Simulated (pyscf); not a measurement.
Single points on ωB97X-D3(BJ)/def2-SVP structures (PySCF, gas phase).

Question: Estimate the classical barrier height and the reaction energy of `[Cl][In]([Cl])[Cl]` + `[SH2]` → `[ClH]` + `[SH][In]([Cl])[Cl]` at ωB97M-D3(BJ)/def2-TZVP. The step runs on the singlet surface, breaks Cl–In, H–S and forms Cl–H, In–S; take the separated reactants as zero.

Answer: ΔE‡ = 0.12 eV, ΔE = +0.19 eV. Zero-point energy shifts the barrier by -0.01 eV. It is a four-centre exchange, with an imaginary mode of 673i cm⁻¹. On the reactant side the descent ends in an adduct with a In–S contact, 0.90 eV under the separated species and 0.80 eV under the saddle at ωB97X-D3(BJ)/def2-TZVP. On the product side the descent ends in an adduct with a Cl–In contact, 0.42 eV under the separated species and 0.17 eV under the saddle at ωB97X-D3(BJ)/def2-TZVP. At ωB97M-D3(BJ) the saddle lies under the separated products, which points to a path from their complex (located at ωB97X-D3(BJ) alone), and parting the products costs more than the saddle. What is counted as formed (In–S) is already present as a longer contact in the reactant adduct; forming that adduct is a step of its own. What is counted as broken (Cl–In) persists as a longer contact in the product adduct; parting that adduct is a step of its own. At ωB97X-D3(BJ) the barrier from the zero used here is -0.10 eV. This is the saddle that the search found; another between the same sides may lie lower. Elements past Kr carry the def2 core potentials, without spin-orbit coupling.
